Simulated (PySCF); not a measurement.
F2, optimised at B3LYP/6-31G*:

```xyz
2

F      0.0067    -0.5183     0.4747
F     -0.0067     0.5183    -0.4747
```

Method: PySCF energies (xtb for GFN2) plus ideal-gas RRHO corrections (1 bar). 6-31G* has spherical d functions here. All species are closed-shell singlets. B3LYP is the form with VWN-RPA correlation.

List the harmonic frequencies (cm⁻¹, unscaled) at this level and at the other levels, each on its own geometry.


- B3LYP/6-31G*: 1055
- GFN2-xTB: 703
- HF/6-31G*: 1232
- PBE/def2-SVP: 989
- PBE0/def2-TZVP: 1100
